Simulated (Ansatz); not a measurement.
# C2H7NO: the cost of one run

Computed with Ansatz 0.2.0, Gaussian basis. Level: the settings change from run to run.

## (1) The relaxed structure

The structure was relaxed beforehand with PBE0-D4 in a triple-zeta def2 set.

11 atoms, charge 0, spin multiplicity 1.

Atoms are counted from 1 here; the program's logs count them from 0.

Bond lengths: C1–C2 1.510 Å, C1–H5 1.090 Å, C1–H6 1.090 Å, C1–H7 1.093 Å, C2–N3 1.435 Å, C2–O4 1.426 Å, C2–H8 1.098 Å, N3–H9 1.013 Å, N3–H10 1.012 Å, O4–H11 0.961 Å. Angles: C2–C1–H5 110.4°, C2–C1–H6 110.2°, C2–C1–H7 109.7°, H5–C1–H6 109.5°, H5–C1–H7 108.1°, H6–C1–H7 108.8°, C1–C2–N3 110.4°, C1–C2–O4 106.0°, C1–C2–H8 109.8°, N3–C2–O4 114.7°, N3–C2–H8 106.9°, O4–C2–H8 109.1°, C2–N3–H9 110.5°, C2–N3–H10 112.1°, H9–N3–H10 108.3°, C2–O4–H11 108.3°.

As a file:

```xyz
11

C    -0.5628    0.8836   -0.7371
C    -0.2216   -0.2641    0.1826
N     0.8130    0.1203    1.1002
O     0.1125   -1.3606   -0.6649
H    -1.3549    0.5937   -1.4277
H    -0.8832    1.7489   -0.1573
H     0.3166    1.1596   -1.3254
H    -1.1001   -0.5304    0.7859
H     1.6696    0.3295    0.6007
H     1.0093   -0.6053    1.7775
H     0.2669   -2.1322   -0.1140
```

## (2) B2GP-PLYP/def2-SVPD

Options: unrestricted orbitals.

Input file in.yaml:

```yaml
crystal:
  periodic: [false, false, false]
  atoms:
    - {symbol: C, position_ang: [-0.562840, 0.883569, -0.737132]}
    - {symbol: C, position_ang: [-0.221597, -0.264084, 0.182587]}
    - {symbol: N, position_ang: [0.813001, 0.120280, 1.100218]}
    - {symbol: O, position_ang: [0.112469, -1.360562, -0.664938]}
    - {symbol: H, position_ang: [-1.354887, 0.593711, -1.427718]}
    - {symbol: H, position_ang: [-0.883165, 1.748852, -0.157332]}
    - {symbol: H, position_ang: [0.316610, 1.159606, -1.325391]}
    - {symbol: H, position_ang: [-1.100084, -0.530361, 0.785905]}
    - {symbol: H, position_ang: [1.669591, 0.329479, 0.600749]}
    - {symbol: H, position_ang: [1.009341, -0.605309, 1.777510]}
    - {symbol: H, position_ang: [0.266858, -2.132181, -0.113960]}
basis:
  gaussian: {orbitals: def2-SVPD}
magnetization: {spin_polarized: true, initial_magnetization: 0}
hamiltonian: {xc: {name: B2GP-PLYP}}
output: {forces: true}
```

On the command line:

```bash
> ansatz run in.yaml --threads 2 --pin off --events-out ev --progress --plain --max-ram 4352MiB
```

What time and memory should one allow on 2 threads of Arm Neoverse V2, shared host?

About 16 s, with a peak of 0.82 GiB.
